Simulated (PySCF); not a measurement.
Compound: sulfuryl chloride fluoride, ClFO2S.
SMILES: `O=S(=O)(F)Cl`

Linear response at wB97X-D/def2-SVPD (PySCF, frozen core in the response, non-relativistic). Geometry: PBE0-D3(BJ)/def2-SVP; no solvent, vibrations or thermal averaging.

Static isotropic polarisability: 42.86 au (6.35 Å³), principal values 36.4, 40.5, 51.7 au.

(1) What is the polarisability at 1064 nm and at the sodium D line?

(2) What is the isotropic C6 coefficient between two such molecules, C6 = (3/π)∫α(iω)² dω?

(3) Which effective excitation energy ω̄ makes London's formula C6 = (3/4)α²ω̄ exact here?

(4) What n − 1 at the D line would an ideal gas of it have at 273.15 K and 1 atm (2.6868 × 10¹⁹ cm⁻³), by n − 1 = 2π·N·α′?

(5) What molar refraction at the D line follows from R = (4π/3)·N_A·α′, with α′ the polarisability volume?

(6) How many electrons N does the Slater–Kirkwood formula C6 = (3/4)·√N·α^(3/2) need to give this C6?

(7) How anisotropic is the static polarisability, by Δα² = ½[(α1 − α2)² + (α2 − α3)² + (α3 − α1)²]?

(8) What three-body coefficient follows from the one-pole estimate C9 = (3/4)·α·C6?

(9) The lowest 6 singlets have (eV, f): 5.72, 0.002; 6.11, 0.003; 6.51, 0.001; 7.47, 0.001; 7.90, 0.192; 8.10, 0.000. What share of the static polarisability do they carry in the sum over states α = Σ f/ω²?

Results:

(1) 43.15 au at 1064 nm (+0.7 %), 43.83 au at 589.3 nm (+2.3 %). The rise at 589.3 nm is 3.35 times that at 1064 nm; a pure ω² law gives 3.26. The lowest singlet lies at 217 nm, shorter than both wavelengths.

(2) 857.4 au (Eh·bohr⁶) by a ten-point quadrature over imaginary frequencies, which is 512 eV·Å⁶ or 49.4 J·nm⁶/mol.

(3) ω̄ = 4·C6/(3α²) = 0.622 Eh = 16.9 eV. A one-pole form α(ω) = α/(1 − ω²/ω̄²) fitted to the 1064 nm value gives 14.2 eV.

(4) 10.97 × 10⁻⁴, a formal value whether or not that pressure can be reached.

(5) α′ = 6.50 Å³ gives R = 16.39 cm³/mol, for isolated, non-vibrating species.

(6) N = (4·C6/3)²/α³ = 16.6; the species has 58 electrons in all.

(7) Δα = 13.8 au, or 0.32 of the isotropic value.

(8) 27600 au. This is an estimate from the two numbers above, not a computed integral.

(9) 2.43 au, 5.7 % of α; the largest term, 2.28 au, is that of the state at 7.90 eV. Their oscillator strengths add up to 0.20. Higher states carry the rest.

Time: 9.3 s of wall time; peak memory 0.54 GiB. Hardware: one thread of an Intel Xeon Platinum 8375C at 2.90 GHz, no GPU, shared host with 96 logical CPUs at a one-minute load of 40. This is the whole response run at wB97X-D/def2-SVPD, SCF included.

Note: wB97X-D ran without an empirical dispersion term, which enters the total energy and its gradient alone.
